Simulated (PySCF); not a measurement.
Molecule: `CC1=NCCO1`, C4H7NO.

Molfile (atoms numbered from 1):
```
C4H7NO
     RDKit          3D

 13 13  0  0  0  0  0  0  0  0999 V2000
    2.1445    0.0241   -0.0749 C   0  0  0  0  0  0  0  0  0  0  0  0
    0.6669   -0.0954   -0.0259 C   0  0  0  0  0  0  0  0  0  0  0  0
   -0.0066   -1.1708   -0.0013 N   0  0  0  0  0  0  0  0  0  0  0  0
   -1.4079   -0.7863    0.0280 C   0  0  0  0  0  0  0  0  0  0  0  0
   -1.3926    0.7573    0.0711 C   0  0  0  0  0  0  0  0  0  0  0  0
   -0.0049    1.0822   -0.0093 O   0  0  0  0  0  0  0  0  0  0  0  0
    2.5937   -0.9745   -0.1002 H   0  0  0  0  0  0  0  0  0  0  0  0
    2.4469    0.5941   -0.9661 H   0  0  0  0  0  0  0  0  0  0  0  0
    2.5084    0.5762    0.8047 H   0  0  0  0  0  0  0  0  0  0  0  0
   -1.9242   -1.1800   -0.8638 H   0  0  0  0  0  0  0  0  0  0  0  0
   -1.9096   -1.2299    0.9034 H   0  0  0  0  0  0  0  0  0  0  0  0
   -1.9167    1.2305   -0.7732 H   0  0  0  0  0  0  0  0  0  0  0  0
   -1.7978    1.1727    1.0075 H   0  0  0  0  0  0  0  0  0  0  0  0
  1  2  1  0
  2  3  2  0
  3  4  1  0
  4  5  1  0
  5  6  1  0
  6  2  1  0
  1  7  1  0
  1  8  1  0
  1  9  1  0
  4 10  1  0
  4 11  1  0
  5 12  1  0
  5 13  1  0
M  END
```

Geometry PBE0-D3(BJ)/def2-SVP throughout; GIAO in PySCF, gas phase, one conformer, non-relativistic; equivalent atoms averaged; basis pcSseg-1.

For orientation, BLYP gives these shifts δ (against TMS, NH3, H2O at the same level): C2 167.5, C5 71.8, C4 60.8, C1 15.3, N3 255.7, O6 200.7, H12/H13 4.07, H10/H11 3.87, H7/H8/H9 1.81 ppm.

A run gave: C2 159.0, C5 68.4, C4 57.9, C1 15.1, N3 237.6, O6 192.7, H12/H13 4.04, H10/H11 3.87, H7/H8/H9 1.84 ppm (shifts δ (against TMS, NH3, H2O at the same level)).

Which functional was used in that run?
A. WP04
B. B3LYP
C. OPBE
D. mPW1PW91

Answers

C. C2 tells them apart best: OPBE gives 159.0, B3LYP gives 170.6, WP04 gives 171.8, mPW1PW91 gives 169.8 ppm.
